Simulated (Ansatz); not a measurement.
# CH3B (SMILES B=C): single points off equilibrium

The task here is to estimate one member of a computed series from the others.

Program: Ansatz 0.2.0, Gaussian basis. Level of theory: single points in def2-TZVPP. These are calculated values, not measurements.

Cores are frozen in the correlated methods.

## The starting structure

SMILES `B=C`, 5 atoms, charge 0, spin multiplicity 1.

Atoms are counted from 1 here; the program's logs count them from 0.

Bond lengths: B1–C2 1.423 Å, B1–H3 1.180 Å, C2–H4 1.097 Å, C2–H5 1.121 Å. Angles: C2–B1–H3 179.1°, B1–C2–H4 125.9°, B1–C2–H5 121.5°, H4–C2–H5 112.6°.

Geometry (Å):

| atom | x (Å) | y (Å) | z (Å) |
| --- | --- | --- | --- |
| B1 | 0.12870 | -0.83480 | 0.20660 |
| C2 | -0.07970 | 0.52600 | -0.15270 |
| H3 | 0.28370 | -1.96710 | 0.50080 |
| H4 | -0.69740 | 0.88450 | -0.98510 |
| H5 | 0.41270 | 1.36180 | 0.40870 |

The first run:

File run/in.yaml:

```yaml
crystal:
  periodic: [false, false, false]
  atoms:
    - {symbol: B, position_ang: [0.128700, -0.834800, 0.206600]}
    - {symbol: C, position_ang: [-0.079700, 0.526000, -0.152700]}
    - {symbol: H, position_ang: [0.283700, -1.967100, 0.500800]}
    - {symbol: H, position_ang: [-0.697400, 0.884500, -0.985100]}
    - {symbol: H, position_ang: [0.412700, 1.361800, 0.408700]}
basis:
  gaussian: {orbitals: def2-TZVPP}
correlation: {method: ccsd_t}
output: {forces: true}
```

The command line of these runs was not kept.

Among the steps run: CCSD(T)/def2-TZVPP; PBE0-D4/def2-TZVPP; wB97M-V/def2-TZVPP; r2SCAN-D4/def2-TZVPP; PBE-D4/def2-TZVPP; wB97X-V/def2-TZVPP; LC-wPBE/def2-TZVPP.

One table of the session follows, with a row left open; its other results are not shown here.

```
   method  RMS force component (eV/Å)  angle to CCSD(T) forces (°)  dipole (D)
  CCSD(T)                       0.538                    reference        0.61
  PBE0-D4                       0.733                         14.8        0.64
  wB97M-V                       0.746                         14.5        0.70
r2SCAN-D4                           ?                            ?           ?
   PBE-D4                       0.646                         20.1        0.51
  wB97X-V                       0.727                         14.3        0.74
  LC-wPBE                       0.847                         16.9        0.76
```

**Question.** Estimate the row for r2SCAN-D4.

The run gave: RMS force component (eV/Å): 0.711; angle to CCSD(T) forces (°): 14.7; dipole (D): 0.58. In the column «RMS force component (eV/Å)» it lies between PBE-D4 (0.646) and wB97X-V (0.727).
